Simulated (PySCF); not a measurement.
hydrogen sulfide (H2S), SMILES S. Geometry: PBE0-D3(BJ)/def2-TZVPD.

TDDFT-PBE0/def2-TZVPD (PySCF 2.14.0) puts the lowest singlet excitations at 6.01, 6.18, 7.50, 7.69, 7.99, 8.74 eV and the lowest triplet (TDA) at 5.44 eV.

Problem. What are the lowest singlet roots from PySCF with EOM-CCSD/aug-cc-pVDZ? (Estimate from the structure and the level; the computed values follow.)

Solution. 6.13, 6.33, 7.86, 8.38, 8.81, 9.22 eV; triplets 5.76, 5.93, 7.83 eV. S1 differs by 0.12 eV (second minus first; roots are paired by order, and the bases may differ).
